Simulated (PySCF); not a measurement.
Work out the structure from these simulated measurements.

Elements present: B, C, H and S. Monoisotopic mass: 60.0205 u.

- UV, strongest line: among the 10 lowest singlet transitions: S2 at 6.17 eV (201 nm, f = 0.165) [TDDFT CAM-B3LYP/def2-SVPD]
- Triplet: lowest triplet excitation (Tamm–Dancoff): 4.49 eV [TDA CAM-B3LYP/def2-SVPD]
- NMR, other nuclei: isotropic shieldings of nuclei other than C and H, by class: 33 (1 B), 368 (1 S) ppm [GIAO PBE0/pcSseg-1]
- UV, first state: lowest singlet excitation: 6.10 eV (203 nm, f = 0.004) [TDDFT CAM-B3LYP/def2-SVPD]
- Rotational structure: rotational constants A, B, C: 21.780, 7.652, 5.874 GHz [PBE0-D3(BJ)/def2-SVP]
- Polarisability: 50.4 au [CAM-B3LYP/def2-SVPD]
- Dipole: 1.72 D [CAM-B3LYP/def2-SVPD]
- 1H NMR: chemical shifts (computed TMS as zero) by class: 6.83 (2 H), 2.54 (3 H) ppm [GIAO PBE0/pcSseg-1]
- 13C NMR: chemical shifts (computed TMS as zero) by class: 27.9 (1 C) ppm [GIAO PBE0/pcSseg-1]

Gas-phase values; electronic properties from PySCF, density fitting. Levels stand in brackets. The structure is a single PBE0-D3(BJ)/def2-SVP conformer in the gas phase; no vibrational or solvent corrections. NMR values are class means; diastereotopic atoms form classes of their own.

Problem. Which formula fits the mass and the elements?

Solution. CH5BS (calculated 60.0205). No other formula that holds each of these elements comes within 0.0003 u with a fitting electron parity and a possible valence count.

Problem. Give a SMILES that accounts for the data.

Solution. The one carbon: carbon bonded to S and 3 H (27.9 ppm). Hydrogen classes from least to most shielded: 2 H on a boron bonded to S and 2 H (6.83 ppm), 3 H on a carbon bonded to S and 3 H (2.54 ppm). The other shieldings belong to: 33 ppm, boron bonded to S and 2 H; 368 ppm, sulfur bonded to B and C. By its constants the optimised geometry is an asymmetric top. Structure: BH2(SMe), `BSC`. The assignments are read from this structure; whether some other isomer fits the data as well wasn't checked.
